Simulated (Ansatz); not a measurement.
Compare A (`NC1(F)CO1`) with its isomer B (`N/C(F)=C\O`).

Program: Ansatz. Geometries: PBE0-D4/def2-TZVP. ΔE: electronic, gas phase. CBS: MP2 limit from def2 TZ/QZ plus the TZ coupled-cluster correction, frozen cores. This one scheme is used for every species. DFT in def2-TZVPP. B3LYP here is the variant with VWN-RPA as its local correlation; programs differ in this. One conformer a species, not always the lowest.

(1) Which is lower in electronic energy at CCSD(T)/CBS, and by how much? (An estimate is asked.)

(2) Give E(B) − E(A) in kJ/mol with PBE-D4, r2SCAN-D4, CCSD(T)/def2-TZVPP, B2PLYP, CCSD/def2-TZVPP, ωB97M-V, B3LYP-D4. (An estimate is asked.)

Largest T1 diagnostic: 0.012.

Answers

(1) The calculation gave: B, by 30.6 kJ/mol.

(2) Ansatz gave: PBE-D4 -30.6, r2SCAN-D4 -24.8, CCSD(T)/def2-TZVPP -26.7, B2PLYP -32.6, CCSD/def2-TZVPP -25.5, ωB97M-V -25.4, B3LYP-D4 -39.2. None reverses the order clearly.

From PBE to PBE0 (25 % exact exchange), in def2-TZVPP and without D4, E(B) − E(A) moves by +6.3 kJ/mol.
